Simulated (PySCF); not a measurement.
## Partners of hydrogen cyanide

Gas-phase complexes of hydrogen cyanide, each in one structure from a short search with a few starts, optimised by PBE0-D3(BJ)/def2-SVPD or PBE0-D3(BJ)/def2-TZVPD; other ways of binding may lie lower. Energies in kcal/mol, PBE0-D3(BJ)/def2-TZVPD, counterpoise-corrected (PySCF): interaction is complex less parts frozen as they stand in it, binding adds what it costs to deform them. Contacts are written partner···hydrogen cyanide; electrostatic, Pauli and orbital are terms of the uncorrected same energy, whose rest is dispersion or correlation.

2 other partners are left out, for which the search missed the form known or expected to bind best.

Frequency runs check only 5 of the 7 structures; these show no clear imaginary mode. 2 further partners within 0.25 kcal/mol of a listed one are not ranked.

Q: Order these partners of hydrogen cyanide by binding energy, strongest first: hydrogen cyanide, water, borane, boron trifluoride, GeH3F, selenium difluoride, chloride.

A: borane (-25.8), chloride (-23.3), selenium difluoride (-5.9), water (-5.5), hydrogen cyanide (-5.0), boron trifluoride (-4.4), GeH3F (-4.1).
| partner | contact | distance (Å) | binding | interaction | electrostatic | Pauli | orbital |
| --- | --- | --- | --- | --- | --- | --- | --- |
| borane | B···N | 1.53 | -25.8 | -39.5 | -68.0 | 121.9 | -92.7 |
| chloride | Cl···H | 2.02 | -23.3 | -24.7 | -29.3 | 23.0 | -18.0 |
| selenium difluoride | Se···N | 2.59 | -5.9 | -6.6 | -14.6 | 18.3 | -9.6 |
| water | O···H | 2.02 | -5.5 | -5.5 | -7.5 | 5.1 | -2.8 |
| hydrogen cyanide | N···H | 2.19 | -5.0 | -5.1 | -6.3 | 3.8 | -2.2 |
| boron trifluoride | B···N | 1.79 | -4.4 | -18.8 | -48.2 | 75.1 | -45.0 |
| GeH3F | Ge···N | 2.94 | -4.1 | -4.3 | -6.6 | 5.7 | -2.7 |
